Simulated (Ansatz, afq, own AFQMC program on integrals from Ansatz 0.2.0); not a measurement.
# AFQMC, coupled cluster and functionals along a coordinate of H₂ + H, doublet

```xyz
3

H     0.0000    0.0000   -0.8770
H     0.0000    0.0000   -0.1320
H     0.0000    0.0000    1.0090
```

A hydrogen atom is moved from one rigid fragment to the other; the H1–H2 distance tells how far. The two fragments are held close together, so this isn't a minimum-energy path and the start is a compressed complex. Energies in eV count from this geometry (0.745 Å) at the same level; the start stands on UHF, each point on the determinant named.

Basis cc-pVTZ. Noble-gas cores (and the filled d shells of Ga–Kr and In–Xe) are frozen. Ansatz 0.2.0 and our own AFQMC program on the same integrals; the CISD trial comes from CCSD amplitudes, and released means the phaseless constraint is let go. Error bars are statistical, one sigma.

```
r(H1–H2) / Å  det.     T1  weight  ⟨S²⟩  CCSD(T)   ph-AFQMC/CISD  released AFQMC    FCI  B2PLYP   B3LYP
       0.858   UHF  0.020    0.97  0.78    0.011  0.011 ± 0.0002  0.011 ± 0.0002  0.011  -0.007  -0.040
       0.915   UHF  0.022    0.97  0.79    0.031  0.031 ± 0.0002  0.031 ± 0.0002  0.030   0.008  -0.033
       0.971   UHF  0.022    0.97  0.79    0.031  0.031 ± 0.0002  0.031 ± 0.0002  0.030   0.008  -0.033
       1.028   UHF  0.020    0.97  0.78    0.011  0.011 ± 0.0002  0.011 ± 0.0002  0.011  -0.007  -0.040
       1.141   UHF  0.015    0.98  0.76    0.000  0.000 ± 0.0002  0.000 ± 0.0002  0.000   0.000   0.000
```

Weight is that of the determinant in the CISD state; at the start T1 is 0.015 and the weight 0.98, and ⟨S²⟩ is 0.76. Largest departures from full CI: CCSD(T) 0.001 eV at 0.915 (on UHF), ph-AFQMC/CISD 0.001 eV at 0.858 (on UHF), released AFQMC 0.000 eV at 0.915 (on UHF), B2PLYP -0.022 eV at 0.915, B3LYP -0.064 eV at 0.915. Functionals count only at points shown to share the start's state and spin.

Some points may be missing: those where a free walk finds a much lower state, and past Zn most of those on another determinant than at the start.

A walk keeps the symmetry of its determinant, which the program's search chose and which needn't be the lowest solution, so a lower state of the same spin and another symmetry isn't excluded. Released energies are given only where the last usable release times agree within the noise; a slower fall can still hide under it.
